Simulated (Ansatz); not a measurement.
Mulliken charges of C$_{3}$H$_{2}$O (`C1=COC=1`) from ωB97M-V/def2-TZVPP in Ansatz (PBE0-D4/def2-TZVP geometry).

| atom | x (Å) | y (Å) | z (Å) | charge (e) |
| --- | --- | --- | --- | --- |
| C1 | 0.258 | 0.630 | 0.260 | 0.099 |
| C2 | 0.770 | 0.161 | -0.880 | -0.124 |
| O3 | -0.301 | -0.799 | -0.337 | -0.136 |
| C4 | -0.693 | -0.024 | 0.932 | -0.124 |
| H5 | 1.748 | -0.248 | -1.086 | 0.143 |
| H6 | -1.738 | 0.216 | 1.065 | 0.143 |

Q: By hand: the dipole of these point charges (1 e Å = 4.8032 D).

A: Σ q r = (0.058, 0.149, 0.062) e Å, of length 0.171 e Å = 0.82 D.

Q: How does the dipole of the full density compare? (An estimate is asked.)

A: The calculation gave: (0.064, 0.164, 0.068) e Å, 0.91 D; the point charges give 0.90 times that, at 0° from its direction.

Point charges leave out the atoms' own dipoles, such as those of lone pairs, and Mulliken's split depends on the basis, so the close match here is no proof of good charges.
